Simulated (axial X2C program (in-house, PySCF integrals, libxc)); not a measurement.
## Levels of AlB⁺ by electron attachment to AlB²⁺ (EOM-EA-CCSD)

Calculated with an in-house all-electron X2C program for linear molecules (integrals from PySCF): two-component X2C with atomic mean-field Coulomb and Gaunt terms, Gaussian nuclei, basis Al dyall-av3z, B dyall-av3z with contracted cores.

R = 2.536 Å (1.090 times 2.327 Å, the PBE0 minimum at charge 1 for the lowest determinant).

Levels of AlB⁺ obtained by attaching an electron to AlB²⁺:

```csv
Ω,binding energy (eV),above lowest (cm⁻¹),attached spinor,one-particle weight
1/2,13.667,0,"55% B pσ, 27% Al pσ, 11% Al sσ",0.93
3/2,13.225,3560,"75% B pπ, 16% Al pπ",0.92
1/2,13.224,3573,"74% B pπ, 16% Al pπ",0.92
1/2,10.791,23192,"69% Al pπ, 14% B pπ, 10% B dπ",0.87
3/2,10.783,23260,"69% Al pπ, 14% B pπ, 10% B dπ",0.87
```

This point took 4.1 s on 1 thread of Intel(R) Xeon(R) Processor @ 2.30GHz, with other jobs on the host.

Reference electrons by ω block (each with its −ω partner): 1/2: 7, 3/2: 1. 4 electrons of AlB²⁺ correlated (inner shells frozen), 92 natural virtual spinors (a truncated set); levels can be off by some tenths of an eV. Roots sought by Ω: (1/2: 5, 3/2: 4, 5/2: 2, 7/2: 1); rows need 60 % one-particle weight and stop where some Ω has no more roots. Missing are any skipped roots, higher Ω and states of a further excitation; these come out far too high here and may in truth be low or lowest. T1 of the reference 0.020 (Lee–Taylor). The reference was not checked to be the lowest state of its species. Number of frozen shells: Al 2 s, 1 p; B 1 s. Large amplitudes in the reference (orbital relaxation or multireference character) lower the reliability.
